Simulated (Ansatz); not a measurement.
The first iterations of a band of AlClH3N (6 atoms, charge 0, multiplicity 1).

The calculation used Ansatz, RKS BHLYP/def2-SVPD.

| Item | Value |
| --- | --- |
| movable images | 3 |
| climbing image | no |
| spring | 5.0 eV/Å² |
| optimiser | quadratic models (default) |
| start path | through a guess of the saddle point |
| force threshold | 0.05 eV/Å |
| iteration limit | 60 |
| end points | relaxed |

Image 0:

```xyz
6
Properties=species:S:1:pos:R:3
N -0.637 0.255 -0.720
Al 0.478 -0.064 0.605
Cl 1.419 -1.957 0.652
H -1.147 1.112 -0.844
H -0.853 -0.393 -1.457
H 0.782 0.982 1.718
```

Image 4:

```xyz
6
Properties=species:S:1:pos:R:3
N -0.638 0.254 -0.718
Al 0.477 -0.064 0.607
Cl 1.409 -1.961 0.655
H -0.870 -0.402 -1.444
H -1.128 1.120 -0.857
H 0.791 0.989 1.711
```

| iteration | highest image above the first end (eV) | largest band force component (eV/Å) |
| --- | --- | --- |
| 1 | 26.620 | 128.005 |
| 2 | 7.749 | 31.277 |
| 3 | 4.295 | 20.322 |

Q: Does the band converge within its limit, and where does its top end?

A: It converged. It ended after 11 iterations with the highest image 0.395 eV above the first end. No image climbed, so the highest image needn't sit at the top of the path. So few images can step over the top or miss a turn of the path.

Time of the run: 49 s on 2 threads of AMD EPYC 9R14 (Zen 4), with other jobs on the host, peak memory 0.2 GiB.
